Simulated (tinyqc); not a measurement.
Inside a calculation. Method: FCI on RHF in the sto-3g basis, frozen core, for LiH, spin multiplicity 1. One step of it, computed by the program tinyqc.

Problem. FCI: roots. Diagonalise (each vector has its largest component positive (the first on a tie)); all determinants have Ms = 0, so triplets appear too. The lowest singlet root is the correlation energy.

Occupation strings over the orbitals (2 doubly, a alpha, b beta, 0 empty; spin orbitals ordered 1a 1b 2a 2b ...): 220000 2ab000 2a000b 2ba000 2b000a 202000 20a00b 200200 200020 20b00a 200002

H - E(HF) between determinants (hartree):
```
           220000     2ab000     2a000b     2ba000     2b000a     202000     20a00b     200200
220000   0.000000   0.000000   0.000000   0.000000   0.000000   0.012294  -0.033680   0.023883
2ab000   0.000000   0.157215   0.017320  -0.012294   0.033680   0.053625   0.008609   0.019219
2a000b   0.000000   0.017320   0.528167   0.033680  -0.123110   0.008609   0.004847  -0.019539
2ba000   0.000000  -0.012294   0.033680   0.157215   0.017320  -0.053625   0.141262  -0.019219
2b000a   0.000000   0.033680  -0.123110   0.017320   0.528167  -0.008609   0.031197   0.019539
202000   0.012294   0.053625   0.008609  -0.053625  -0.008609   0.694005   0.104353   0.041306
20a00b  -0.033680   0.008609   0.004847   0.141262   0.031197   0.104353   0.737478  -0.013847
200200   0.023883   0.019219  -0.019539  -0.019219   0.019539   0.041306  -0.013847   0.668595
200020   0.023883   0.019219  -0.019539  -0.019219   0.019539   0.041306  -0.013847   0.016869
20b00a   0.033680   0.141262   0.031197   0.008609   0.004847  -0.104353  -0.026317   0.013847
200002   0.123110  -0.031197   0.008166   0.031197  -0.008166   0.026317   0.024665   0.019530

           200020     20b00a     200002
220000   0.023883   0.033680   0.123110
2ab000   0.019219   0.141262  -0.031197
2a000b  -0.019539   0.031197   0.008166
2ba000  -0.019219   0.008609   0.031197
2b000a   0.019539   0.004847  -0.008166
202000   0.041306  -0.104353   0.026317
20a00b  -0.013847  -0.026317   0.024665
200200   0.016869   0.013847   0.019530
200020   0.668595   0.013847   0.019530
20b00a   0.013847   0.737478  -0.024665
200002   0.019530  -0.024665   1.091805
```

Give: lowest roots of this matrix, relative to E(HF); lowest vectors; <S^2> of these roots; weight of the ground state by excitation level 0, 1, 2, ....

Solution.

lowest roots of this matrix, relative to E(HF) (hartree): -0.0190  0.1021  0.1186  0.4042  0.5573  0.6517  0.6607  0.7407

lowest vectors:
```
         root 1   root 2   root 3   root 4
220000   0.9884   0.0000  -0.0690   0.0000
2ab000   0.0360   0.6816   0.6723   0.0697
2a000b   0.0031  -0.0955   0.0294   0.6941
2ba000  -0.0360   0.6816  -0.6723   0.0697
2b000a  -0.0031  -0.0955  -0.0294   0.6941
202000  -0.0315   0.0000  -0.1829   0.0000
20a00b   0.0553  -0.1621   0.1626  -0.1155
200200  -0.0283   0.0000  -0.0211   0.0000
200020  -0.0283   0.0000  -0.0211   0.0000
20b00a  -0.0553  -0.1621  -0.1626  -0.1155
200002  -0.1083   0.0000   0.0489   0.0000
```

<S^2> of these roots: 0.0000  2.0000  0.0000  2.0000  0.0000  0.0000  0.0000  0.0000

weight of the ground state by excitation level 0, 1, 2, ...: 0.9769  0.0026  0.0204
